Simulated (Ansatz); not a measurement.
A-type hexagonal La₂O₃ was calculated with LDA in Ansatz (plane waves, PAW).

Numerical settings: plane-wave cutoff 520 eV, 12×12×6 k mesh (along the axes of the cell as run), Fermi–Dirac smearing 0.01 eV, scalar-relativistic PAW data made under PBE.

Energies at three volumes about the minimum:

| V (Å³/atom) | E − E_lowest (meV/atom) |
|---|---|
| 15.229 | 2.48 |
| 15.539 | 0.00 |
| 15.850 | 2.34 |

Question: Fit a parabola by hand: where is the minimum, and what is the bulk modulus?

Answer: Slopes: (0.00 − 2.48)/(15.539 − 15.229) = -8.000 and (2.34 − 0.00)/(15.850 − 15.539) = 7.524 meV/Å³. Curvature E″ = 2 × (7.524 − (-8.000))/(15.850 − 15.229) = 49.997 meV/Å⁶. From the middle of the first interval, the slope vanishes at V0 = 15.3840 − (-8.000)/49.997 = 15.544 Å³/atom. B = V0 E″ = 15.544 × 49.997 meV/Å³ × 0.1602 GPa per meV/Å³ = 125 GPa. The full Birch–Murnaghan fit to all volumes gives V0 = 15.539 Å³/atom and B0 = 124 GPa.

Shape and atoms are relaxed at each volume.

Measured, for comparison: bulk modulus 113 GPa (300 K, not corrected to a static lattice; as tabulated in Santana et al. (2016), arXiv:1608.06321); equilibrium volume per atom 16.44 Å³/atom (room temperature, not corrected to a static lattice, equation of state from high-pressure X-ray diffraction; as tabulated in Ibáñez et al. (2020), arXiv:2005.12956). Computed (rounded) less measured: bulk modulus +10 %, equilibrium volume per atom -5.5 %. A static lattice is as a rule a little smaller and stiffer than an uncorrected measurement, which can account for part of this.

Note: the bulk modulus comes from volumes at which shape and atoms were relaxed.

Ansatz is a first-principles code.
